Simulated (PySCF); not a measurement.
C₂H₄O₂, SMILES CC(=O)O (connectivity only; charge and spin as stated), charge +1, multiplicity 2.

Coordinates come from a B3LYP-D3(BJ)/def2-SVP optimisation. The spin state was assumed, not searched. One conformer was computed; it need not be the lowest.

Method: B3LYP-D3(BJ)/def2-SVP (PySCF).

No scaling factor is applied to the harmonic values.

```tsv
mode	ν (cm⁻¹)	IR (km/mol)	moving atoms (share of kinetic energy)
1	120	1.1	H 92 %
2	362	0.2	O 51 %, C 28 %, H 22 %
3	468	25.0	O 52 %, C 27 %, H 21 %
4	546	25.1	H 56 %, C 40 %
5	672	139.9	H 72 %, O 16 %, C 12 %
6	866	3.2	C 59 %, O 25 %, H 16 %
7	968	22.4	H 68 %, C 20 %, O 12 %
8	978	29.8	H 51 %, C 47 %
9	1183	113.9	H 58 %, O 39 %
10	1251	45.4	H 69 %, C 24 %
11	1345	37.1	H 86 %, C 13 %
12	1410	25.6	H 96 %
13	1419	49.0	C 41 %, H 40 %, O 19 %
14	1601	147.0	C 66 %, O 25 %, H 9 %
15	3002	99.5	H 97 %
16	3100	49.7	H 91 %, C 9 %
17	3148	28.5	H 90 %, C 10 %
18	3632	340.9	H 94 %
```
